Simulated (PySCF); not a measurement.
# C4H5ClF+: magnetic properties

Aim: compute the magnetic properties of C4H5ClF+ (`FC[CH+]/C=C\Cl`).

Programs: PySCF 2.14.0, with routines of our own; each step states its level. All values are computed. Atoms count from 0.

### Step 1. The system as given

11 atoms, charge 1, multiplicity 1; geometry from: GFN2-xTB.

### Step 2. Magnetic properties: GIAO B97-2/aug-pcSseg-1

The job: settings as JSON, then the geometry in Å.

```
{"job": {"kind": "mag", "xc": "B97-2", "basis": "aug-pcSseg-1", "isotopologues": 2}, "charge": 1, "multiplicity": 1}
F     -1.525907    -1.727966     0.218897
C     -1.690485    -0.401568     0.018834
C     -0.436133     0.334188    -0.062001
C      0.799147    -0.260257     0.053558
C      2.013518     0.409923    -0.017265
Cl     2.210238     2.026812    -0.253148
H     -2.283223    -0.268128    -0.905202
H     -2.323363    -0.008827     0.836451
H     -0.523270     1.402606    -0.221240
H      0.837189    -1.332671     0.213556
H      2.927714    -0.171441     0.091597
```

Method: GIAO B97-2/aug-pcSseg-1 magnetisability, rotational g tensor and spin-rotation constants, non-relativistic, gas phase.

The run is started by

```console
> OMP_NUM_THREADS=1 python excited_run.py task.json out
```

One launch serves the whole session: the jobs run in the order shown.

Log:

```text
coarse grid: 10160 points
cycle   1  E = -714.9648037127  dE =  1.097e+00  |g| = 5.435e-01  |ddm| = 6.199e+00
cycle   2  E = -714.8555920161  dE =  1.092e-01  |g| = 9.457e-01  |ddm| = 2.487e+00
cycle   3  E = -715.0249783864  dE = -1.694e-01  |g| = 6.272e-02  |ddm| = 1.575e+00
cycle   4  E = -715.0252701040  dE = -2.917e-04  |g| = 4.822e-02  |ddm| = 1.826e-01
cycle   5  E = -715.0258224855  dE = -5.524e-04  |g| = 1.752e-02  |ddm| = 1.051e-01
cycle   6  E = -715.0258968018  dE = -7.432e-05  |g| = 4.990e-03  |ddm| = 3.201e-02
cycle   7  E = -715.0259027378  dE = -5.936e-06  |g| = 1.000e-03  |ddm| = 1.053e-02
final grid: 95048 points
cycle   8  E = -715.0508429959  dE = -4.979e-05  |g| = 9.077e-03  |ddm| = 1.684e-01
cycle   9  E = -715.0508321139  dE =  1.088e-05  |g| = 1.193e-02  |ddm| = 2.838e-02
cycle  10  E = -715.0508532231  dE = -2.111e-05  |g| = 1.378e-03  |ddm| = 1.955e-02
cycle  11  E = -715.0508535565  dE = -3.334e-07  |g| = 3.524e-04  |ddm| = 2.535e-03
cycle  12  E = -715.0508535824  dE = -2.589e-08  |g| = 1.722e-04  |ddm| = 7.994e-04
cycle  13  E = -715.0508535909  dE = -8.510e-09  |g| = 3.383e-05  |ddm| = 3.152e-04
cycle  14  E = -715.0508535911  dE = -2.410e-10  |g| = 1.598e-05  |ddm| = 1.127e-04
converged SCF energy = -715.0508535911

Magnetisability tensor (1e-30 J/T^2)
     -645.98      -13.24       11.18
      -13.24     -707.40      -50.60
       11.18      -50.60    -1039.19
isotropic -797.53   principal values   -1046.95   -703.61   -642.02
isotropic susceptibility -48.028 1e-6 cm^3/mol

Inertial axes            a          b          c
rot. const./GHz     11.2626     1.1044     1.0121
chi total           -40.982    -40.054    -63.049
chi diamagnetic    -182.858  -1034.229  -1135.719
chi paramagnetic    141.876    994.176   1072.670
quadrupole/D A        8.919      2.507    -11.426
g nuclear            0.6500     0.5074     0.5172
g electronic        -0.7507    -0.5158    -0.5100
g total             -0.1006    -0.0084     0.0071

Spin-rotation constants (kHz, H = +C I.J)
atom  isotope        aa         bb         cc
  0    19F        4.506      0.881      0.134
  5   35Cl        7.251      0.655      0.154
  6     1H       -0.914     -0.090     -0.010
  7     1H       -0.914     -0.090     -0.010
  8     1H       -0.433      0.069     -0.141
  9     1H       -0.419      0.042     -0.134
 10     1H       -1.015      0.093     -0.119
  1    13C*       2.809      0.266      0.251
  2    13C*       6.178      0.695      0.140
  3    13C*       4.631      0.487      0.116
  4    13C*       6.274      0.665      0.171
* in the singly substituted isotopologue

Isotopologues: g along a, b, c
2H    at 6,7,8,9,10        -0.0792    -0.0079     0.0068
13C   at 1                 -0.0998    -0.0083     0.0071
```

Wall time 51 s (1 thread of Arm Neoverse N1, shared host); peak memory 0.87 GiB.

From this job:

```tsv
quantity	value
magnetisability	-798·10⁻³⁰ J/T²
molar susceptibility	-48.0·10⁻⁶ cm³/mol
rotational g (a, b, c)	-0.1006, -0.0084, 0.0071
```

The fields below are evaluated on a grid from the run's orbitals.

Frontier orbitals at B97-2/aug-pcSseg-1, with the share of their density that lies nearest to each atom:

```tsv
orbital	energy (eV)	lies on
HOMO	-13.85	C3 28 %; Cl5 24 %; C2 10 %
LUMO	-9.50	C2, C4 about 32 % each; Cl5 13 %
```

ELF in a plane through or near 9 of the atoms.

Values, 10 rows by 14 columns:
```
0.00 0.00 0.00 0.00 0.00 0.00 0.00 0.00 0.00 0.00 0.00 0.00 0.00 0.00
0.00 0.00 0.01 0.06 0.16 0.06 0.00 0.00 0.00 0.00 0.00 0.00 0.00 0.00
0.00 0.02 0.45 0.73 0.89 0.66 0.07 0.98 0.34 0.00 0.00 0.00 0.00 0.00
0.00 0.20 0.90 0.33 0.34 0.64 0.57 1.00 0.52 0.03 0.05 0.01 0.00 0.00
0.00 0.06 0.57 0.65 0.87 0.34 0.46 0.53 0.86 0.36 0.58 0.07 0.00 0.00
0.00 0.00 0.02 0.57 0.62 0.92 0.36 0.81 0.84 0.57 0.34 0.02 0.00 0.00
0.00 0.00 0.85 1.00 0.86 0.38 0.90 0.52 0.32 0.56 0.72 0.14 0.00 0.00
0.00 0.00 0.10 0.85 0.10 0.20 1.00 0.67 0.46 0.79 0.62 0.10 0.00 0.00
0.00 0.00 0.00 0.00 0.00 0.00 0.29 0.02 0.01 0.06 0.02 0.00 0.00 0.00
0.00 0.00 0.00 0.00 0.00 0.00 0.00 0.00 0.00 0.00 0.00 0.00 0.00 0.00
```
The map spans 10.8 Å across and 8.2 Å up, centred on the molecule. Atoms in the plane (x, y in Å): F0 (1.9, -1.3), C1 (1.7, 0.0), C2 (0.3, 0.4), C3 (-0.7, -0.5), C4 (-2.1, -0.1), Cl5 (-2.7, 1.4), H8 (0.2, 1.5), H9 (-0.5, -1.5), H10 (-2.8, -0.9).

On the surface of density 0.002 e/bohr³ the electrostatic potential runs, from the 1st to the 99th percentile, from 2.72 V near F0 to 6.01 V near H8.

### Step 3. Magnetic properties: GIAO PBE0/6-31++G**

The job, as its differences from that of step 2:

```diff
@@ -1,2 +1,2 @@
-{"job": {"kind": "mag", "xc": "B97-2", "basis": "aug-pcSseg-1", "isotopologues": 2}, "charge": 1, "multiplicity": 1}
+{"job": {"kind": "mag", "xc": "PBE0", "basis": "6-31++G**"}, "charge": 1, "multiplicity": 1}
 F     -1.525907    -1.727966     0.218897
```

With the program's defaults for keys left out, this is: GIAO PBE0/6-31++G** magnetisability, rotational g tensor and spin-rotation constants, non-relativistic, gas phase.

Log:

```text
coarse grid: 10160 points
cycle   1  E = -714.6752629639  dE =  1.137e+00  |g| = 4.894e-01  |ddm| = 3.991e+00
cycle   2  E = -714.6080962451  dE =  6.717e-02  |g| = 7.771e-01  |ddm| = 2.095e+00
cycle   3  E = -714.7302091897  dE = -1.221e-01  |g| = 5.627e-02  |ddm| = 1.013e+00
cycle   4  E = -714.7304560820  dE = -2.469e-04  |g| = 4.431e-02  |ddm| = 1.992e-01
cycle   5  E = -714.7309543381  dE = -4.983e-04  |g| = 1.337e-02  |ddm| = 9.018e-02
cycle   6  E = -714.7309981077  dE = -4.377e-05  |g| = 3.737e-03  |ddm| = 2.141e-02
cycle   7  E = -714.7310013342  dE = -3.226e-06  |g| = 8.352e-04  |ddm| = 8.619e-03
final grid: 95048 points
cycle   8  E = -714.6913189778  dE = -2.495e-05  |g| = 7.215e-03  |ddm| = 8.643e-02
cycle   9  E = -714.6913099237  dE =  9.054e-06  |g| = 9.708e-03  |ddm| = 2.378e-02
cycle  10  E = -714.6913317181  dE = -2.179e-05  |g| = 1.133e-03  |ddm| = 1.581e-02
cycle  11  E = -714.6913320531  dE = -3.351e-07  |g| = 2.064e-04  |ddm| = 2.722e-03
cycle  12  E = -714.6913320602  dE = -7.040e-09  |g| = 1.328e-04  |ddm| = 5.008e-04
cycle  13  E = -714.6913320649  dE = -4.754e-09  |g| = 2.677e-05  |ddm| = 2.799e-04
cycle  14  E = -714.6913320651  dE = -1.628e-10  |g| = 9.044e-06  |ddm| = 4.710e-05
converged SCF energy = -714.6913320651

Magnetisability tensor (1e-30 J/T^2)
     -647.40      -14.80       11.62
      -14.80     -705.74      -52.42
       11.62      -52.42    -1049.21
isotropic -800.78   principal values   -1057.24   -702.73   -642.38
isotropic susceptibility -48.224 1e-6 cm^3/mol

Inertial axes            a          b          c
rot. const./GHz     11.2626     1.1044     1.0121
chi total           -41.084    -39.920    -63.669
chi diamagnetic    -182.926  -1035.114  -1136.545
chi paramagnetic    141.841    995.194   1072.877
quadrupole/D A        8.027      3.002    -11.029
g nuclear            0.6500     0.5074     0.5172
g electronic        -0.7505    -0.5164    -0.5101
g total             -0.1005    -0.0089     0.0070

Spin-rotation constants (kHz, H = +C I.J)
atom  isotope        aa         bb         cc
  0    19F        3.820      0.785      0.098
  5   35Cl        6.858      0.619      0.133
  6     1H       -0.920     -0.090     -0.011
  7     1H       -0.921     -0.090     -0.011
  8     1H       -0.419      0.068     -0.141
  9     1H       -0.404      0.041     -0.134
 10     1H       -1.014      0.093     -0.120
  1    13C*       2.529      0.238      0.227
  2    13C*       5.683      0.647      0.119
  3    13C*       4.248      0.448      0.096
  4    13C*       5.885      0.616      0.145
* in the singly substituted isotopologue
```

Run time: 25 s. Hardware: 1 thread of Arm Neoverse N1, shared host; peak memory 0.69 GiB.

In short:

```tsv
quantity	value
magnetisability	-801·10⁻³⁰ J/T²
molar susceptibility	-48.2·10⁻⁶ cm³/mol
rotational g (a, b, c)	-0.1005, -0.0089, 0.0070
```

### Step 4. Magnetic properties: GIAO B97-2/def2-SVPD

The job, as its differences from that of step 3:

```diff
@@ -1,2 +1,2 @@
-{"job": {"kind": "mag", "xc": "PBE0", "basis": "6-31++G**"}, "charge": 1, "multiplicity": 1}
+{"job": {"kind": "mag", "xc": "B97-2", "basis": "def2-SVPD", "scf": {"conv": 1e-06}}, "charge": 1, "multiplicity": 1}
 F     -1.525907    -1.727966     0.218897
```

With the program's defaults for keys left out, this is: GIAO B97-2/def2-SVPD magnetisability, rotational g tensor and spin-rotation constants, non-relativistic, gas phase.

Log:

```text
final grid: 95048 points
cycle   1  E = -714.7157391922  dE =  1.050e+00  |g| = 5.127e-01  |ddm| = 5.632e+00
cycle   2  E = -714.6200543345  dE =  9.568e-02  |g| = 8.688e-01  |ddm| = 2.708e+00
cycle   3  E = -714.7731611232  dE = -1.531e-01  |g| = 6.480e-02  |ddm| = 1.762e+00
cycle   4  E = -714.7735569788  dE = -3.959e-04  |g| = 4.702e-02  |ddm| = 1.812e-01
cycle   5  E = -714.7740914302  dE = -5.345e-04  |g| = 1.744e-02  |ddm| = 1.257e-01
cycle   6  E = -714.7741686799  dE = -7.725e-05  |g| = 4.516e-03  |ddm| = 4.443e-02
cycle   7  E = -714.7741736007  dE = -4.921e-06  |g| = 9.798e-04  |ddm| = 1.032e-02
cycle   8  E = -714.7741738396  dE = -2.388e-07  |g| = 2.924e-04  |ddm| = 2.549e-03
converged SCF energy = -714.7741738396

Magnetisability tensor (1e-30 J/T^2)
     -654.04      -12.44       11.23
      -12.44     -709.37      -52.57
       11.23      -52.57    -1054.25
isotropic -805.89   principal values   -1062.30   -705.31   -650.04
isotropic susceptibility -48.532 1e-6 cm^3/mol

Inertial axes            a          b          c
rot. const./GHz     11.2626     1.1044     1.0121
chi total           -41.275    -40.346    -63.973
chi diamagnetic    -182.926  -1034.519  -1136.149
chi paramagnetic    141.651    994.173   1072.176
quadrupole/D A        8.588      2.554    -11.142
g nuclear            0.6500     0.5074     0.5172
g electronic        -0.7495    -0.5158    -0.5098
g total             -0.0994    -0.0084     0.0074

Spin-rotation constants (kHz, H = +C I.J)
atom  isotope        aa         bb         cc
  0    19F        3.701      0.779      0.055
  5   35Cl        6.560      0.586      0.123
  6     1H       -0.942     -0.092     -0.012
  7     1H       -0.943     -0.092     -0.012
  8     1H       -0.448      0.068     -0.143
  9     1H       -0.428      0.041     -0.136
 10     1H       -1.022      0.093     -0.122
  1    13C*       2.585      0.238      0.230
  2    13C*       5.761      0.653      0.122
  3    13C*       4.309      0.453      0.098
  4    13C*       5.909      0.619      0.148
* in the singly substituted isotopologue
```

It took 29 s on 1 thread of Arm Neoverse N1, shared host; peak memory 0.73 GiB.

In short:

```tsv
quantity	value
magnetisability	-806·10⁻³⁰ J/T²
molar susceptibility	-48.5·10⁻⁶ cm³/mol
rotational g (a, b, c)	-0.0994, -0.0084, 0.0074
```

### Step 5. Magnetic properties side by side

```tsv
level	ξ (10⁻³⁰ J/T²)	g(a)	g(b)	gap (eV)	functions	time
GIAO B97-2/aug-pcSseg-1	-798	-0.1006	-0.0084	4.35	208	51 s
GIAO PBE0/6-31++G**	-801	-0.1005	-0.0089	4.60	142	25 s
GIAO B97-2/def2-SVPD	-806	-0.0994	-0.0084	4.34	170	29 s
```

### Step 6. Results

| quantity | value |
| --- | --- |
| magnetisability (step 2, GIAO B97-2/aug-pcSseg-1) | -798·10⁻³⁰ J/T² |
| molar susceptibility (step 2, GIAO B97-2/aug-pcSseg-1) | -48.0·10⁻⁶ cm³/mol |
| rotational g (a, b, c) (step 2, GIAO B97-2/aug-pcSseg-1) | -0.1006, -0.0084, 0.0071 |
| magnetisability over the levels | -806 to -798·10⁻³⁰ J/T² |

What this shows: For an ion, the motion of the centre of mass in the field is left out. At B97-2/aug-pcSseg-1, counted by nearest atom on the grid, the HOMO lies on C3 28 %; Cl5 24 %, the LUMO on C2, C4 about 32 % each; Cl5 13 %. The magnetisability spreads by 1.0 % over 3 levels, from GIAO B97-2/def2-SVPD (29 s) to GIAO B97-2/aug-pcSseg-1 (51 s); the runs took 25 s to 51 s. Vibrational averaging and real surroundings are missing from these values.
